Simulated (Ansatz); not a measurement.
The input, for Ansatz 0.2.0:

```yaml
crystal:
  periodic: [false, false, false]
  atoms:
    - {symbol: B, position_ang: [-0.160638, 0.000000, 0.000000]}
    - {symbol: H, position_ang: [-0.757372, 1.033571, 0.000000]}
    - {symbol: H, position_ang: [-0.757372, -1.033571, 0.000000]}
    - {symbol: H, position_ang: [0.949362, 0.000000, 0.000000]}
    - {symbol: H, position_ang: [2.288362, 0.000000, 0.000000]}
basis:
  gaussian: {orbitals: cc-pVDZ}
magnetization: {spin_polarized: false, initial_magnetization: 1}
correlation: {method: fci, electrons: outside_noble_gas}
```

```sh
$ ansatz run in.yaml --threads 2 --pin off --events-out ev --progress --plain --max-ram 16896MiB --backend cuda --devices 0, --max-vram 18GiB
```

The program prints:

```
604 factors; integrals over basis functions are off by at most 2.1e-7 eV
mean field evaluation 1: about -729.9174 eV, gradient 1.1e1 eV
mean field evaluation 2: about -729.9172 eV, gradient 1.1e1 eV
mean field evaluation 4: about -731.0048 eV, gradient 7.1e-1 eV
mean field evaluation 8: about -731.0120 eV, gradient 2.7e-4 eV
mean field -731.01197026 eV, -26.8641944093 hartree, gradient 5.1e-7 eV, S^2 0.750000; 0 other end points of the search recorded, 0 dependent functions left out
mean field evaluation 16: about -731.0462 eV, gradient 3.9e-1 eV
1 core orbitals not correlated: weight in the atoms' cores, before any rotation towards them, 1.000 or more for the frozen orbitals, at most 0.000 for the correlated occupied ones
reference -731.01197026 eV, -26.8641944093 hartree; 4, 3 occupied and 29, 30 virtual orbitals, 604 factors
state -734.39276124 eV, -26.9884361864 hartree
Total energy: -734.39276124 eV, -26.9884361864 hartree
```

Ran on 2 threads of AMD EPYC 7R13 with a shared H100 80 GB, shared host: 9.5 s wall, 0.89 GiB peak host memory.
